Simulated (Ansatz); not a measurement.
# CH₆NO+ (SMILES [NH3+]CO): single points off equilibrium

A test off equilibrium: a structure displaced at random from a GFN2-xTB minimum is computed at several levels, and each is set against CCSD(T).

The runs use Ansatz 0.2.0, Gaussian basis; single points in def2-TZVPP.

Correlated methods freeze the cores.

**1. The starting structure**

SMILES `[NH3+]CO`, 9 atoms, charge 1, spin multiplicity 1.

Atoms are counted from 1 here; the program's logs count them from 0.

Bond lengths: N1–C2 1.492 Å, N1–H4 0.774 Å, N1–H5 1.155 Å, N1–H6 0.961 Å, C2–O3 1.475 Å, C2–H7 1.210 Å, C2–H8 1.158 Å, O3–H9 0.917 Å. Angles: C2–N1–H4 105.4°, C2–N1–H5 90.9°, C2–N1–H6 105.1°, H4–N1–H5 132.3°, H4–N1–H6 112.6°, H5–N1–H6 105.5°, N1–C2–O3 106.0°, N1–C2–H7 116.4°, N1–C2–H8 110.9°, O3–C2–H7 113.6°, O3–C2–H8 91.7°, H7–C2–H8 115.3°, C2–O3–H9 104.1°.

Geometry (Å):

```xyz
9
CH6NO
N    -0.61620    0.77810   -0.57830
C     0.16810   -0.35490   -0.00650
O     0.70320    0.12900    1.27990
H    -1.00720    0.47670   -1.17430
H     0.30790    1.46860   -0.52470
H    -1.19410    1.06640    0.13390
H     1.00770   -0.84600   -0.72580
H    -0.52800   -1.11040    0.52740
H     1.09870   -0.61080    1.65050
```

**2. CCSD(T)/def2-TZVPP**

Input file run/in.yaml:

```yaml
crystal:
  periodic: [false, false, false]
  atoms:
    - {symbol: N, position_ang: [-0.616200, 0.778100, -0.578300]}
    - {symbol: C, position_ang: [0.168100, -0.354900, -0.006500]}
    - {symbol: O, position_ang: [0.703200, 0.129000, 1.279900]}
    - {symbol: H, position_ang: [-1.007200, 0.476700, -1.174300]}
    - {symbol: H, position_ang: [0.307900, 1.468600, -0.524700]}
    - {symbol: H, position_ang: [-1.194100, 1.066400, 0.133900]}
    - {symbol: H, position_ang: [1.007700, -0.846000, -0.725800]}
    - {symbol: H, position_ang: [-0.528000, -1.110400, 0.527400]}
    - {symbol: H, position_ang: [1.098700, -0.610800, 1.650500]}
basis:
  gaussian: {orbitals: def2-TZVPP}
total_charge: 1
correlation: {method: ccsd_t}
output: {forces: true}
```

The command line of these runs was not kept.

**3. PBE0-D4/def2-TZVPP**

Edit run/in.yaml of step 2 so:

```diff
@@ -15,3 +15,3 @@
 total_charge: 1
-correlation: {method: ccsd_t}
-output: {forces: true}
+hamiltonian: {xc: pbe0, dispersion: d4}
+output: {forces: true, orbitals: {seedname: orbitals}}
```

**4. wB97M-V/def2-TZVPP**

Edit run/in.yaml of step 3 so:

```diff
@@ -15,3 +15,3 @@
 total_charge: 1
-hamiltonian: {xc: pbe0, dispersion: d4}
-output: {forces: true, orbitals: {seedname: orbitals}}
+hamiltonian: {xc: {name: wB97M-V}}
+output: {forces: true}
```

**5. r2SCAN-D4/def2-TZVPP**

Edit run/in.yaml of step 4 so:

```diff
@@ -15,3 +15,3 @@
 total_charge: 1
-hamiltonian: {xc: {name: wB97M-V}}
+hamiltonian: {xc: r2scan, dispersion: d4}
 output: {forces: true}
```

**6. PBE-D4/def2-TZVPP**

Edit run/in.yaml of step 5 so:

```diff
@@ -15,3 +15,3 @@
 total_charge: 1
-hamiltonian: {xc: r2scan, dispersion: d4}
+hamiltonian: {xc: pbe, dispersion: d4}
 output: {forces: true}
```

**7. revPBE-D4/def2-TZVPP**

Edit run/in.yaml of step 6 so:

```diff
@@ -15,3 +15,3 @@
 total_charge: 1
-hamiltonian: {xc: pbe, dispersion: d4}
+hamiltonian: {xc: {name: revPBE}, dispersion: d4}
 output: {forces: true}
```

**8. LC-wPBE/def2-TZVPP**

Edit run/in.yaml of step 7 so:

```diff
@@ -15,3 +15,3 @@
 total_charge: 1
-hamiltonian: {xc: {name: revPBE}, dispersion: d4}
+hamiltonian: {xc: {name: LC-wPBE}}
 output: {forces: true}
```

(Steps that only read results are left out.)

**Question.** What will these runs give? Wanted: energy less free atoms, CCSD(T)/def2-TZVPP; RMS force component; RMS force error; HOMO and LUMO, PBE0-D4; T1 diagnostic.

As calculated:

```
                                  quantity                                                                                             value
energy less free atoms, CCSD(T)/def2-TZVPP                                                                                        -20.711 eV
                       RMS force component                                                              7.357 to 7.447 eV/Å over the methods
                           RMS force error  PBE0-D4 0.127, wB97M-V 0.081, r2SCAN-D4 0.062, PBE-D4 0.206, revPBE-D4 0.209, LC-wPBE 0.173 eV/Å
                    HOMO and LUMO, PBE0-D4                                                                               -13.83 and -5.58 eV
                             T1 diagnostic                                                                                             0.009
```

**Reading.** Against CCSD(T) the functionals' energies less atoms differ by -1.556 to -0.575 eV, PBE-D4 by -1.556 eV. A larger basis would deepen the CCSD(T) value, while the functionals are nearly converged already, so the order here is not reliable. On forces the order runs from r2SCAN-D4 to revPBE-D4. Frozen-core CCSD(T) forces in triple zeta carry basis errors of their own, and this is one geometry, so small gaps rank nothing.
